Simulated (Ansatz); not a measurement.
**One arrangement of a pair**

The pair of HCl (SMILES Cl, atoms 1–2) and F2 (SMILES FF, atoms 3–4), both closed shells, in one local arrangement (a lower one may exist), relaxed at PBE0-D4/def2-TZVP:

Cl1  (-0.244, -0.080, -2.196)
H2  (0.168, 0.049, -0.992)
F3  (0.646, 0.201, 1.331)
F4  (-0.570, -0.170, 1.858)
(Å)

Computed with Ansatz 0.2.0 (basis: def2-TZVPPD, with def2-QZVPPD for the basis limit); correlated methods freeze the cores. B3LYP uses VWN-RPA correlation. Extrapolation: Hartree–Fock as exp(−7.88 √X), correlation as X^−2.97. Interaction energies count from these two fragments, frozen as in the pair, with the counterpoise correction; negative means bound.

What is the interaction energy by CCSD(T) at an estimated basis limit (MP2 extrapolated from triple and quadruple zeta, plus CCSD(T) − MP2 in triple zeta)? (Judge from chemistry; the value comes from the calculation.)

By the calculation: -2.5 kJ/mol. Hartree–Fock alone gives 1.0 kJ/mol at the basis limit, so without correlation the pair would not bind at this distance. It counts from the two fragments frozen as in the pair.

The same quantity by other methods in triple zeta, and each one's difference from that estimate:
```tsv
method	E_int (kJ/mol)	difference
PBE-D4	-3.3	-0.9
revPBE-D4	-1.9	0.5
BLYP-D4	-1.9	0.5
r2SCAN-D4	-2.8	-0.4
B97M-V	-2.8	-0.4
PBE0-D4	-2.6	-0.1
B3LYP-D4	-2.2	0.3
HSE06-D4	-2.6	-0.2
wB97X-V	-2.6	-0.1
wB97M-V	-2.4	0.1
B2PLYP	-1.3	1.1
HF	1.0	3.5
MP2	-2.2	0.3
CCSD	-1.5	1.0
CCSD(T)	-2.0	0.4
```
Differences are method less estimate.

Which atoms make the shortest contact between the fragments?

H2 and F3, 2.38 Å apart.

Basis-set superposition shift (counterpoise-corrected less uncorrected): CCSD(T) 1.6; MP2 1.5; HF 0.3; PBE0-D4 0.3; wB97M-V 0.2 kJ/mol.

No T1 diagnostic of these runs exceeds 0.013. The restricted Hartree–Fock reference is unstable towards an unrestricted one at one or more of these structures.

For scale, one of the runs: CCSD(T)/def2-TZVPPD, 148 basis functions, launched by `ansatz run in.yaml --threads 2 --pin off --events-out ev --progress --plain --max-ram 5222MiB`. Hardware: 2 CPU threads of an Arm Neoverse V1, shared host. Wall time 20 s; peak host memory 0.96 GiB.
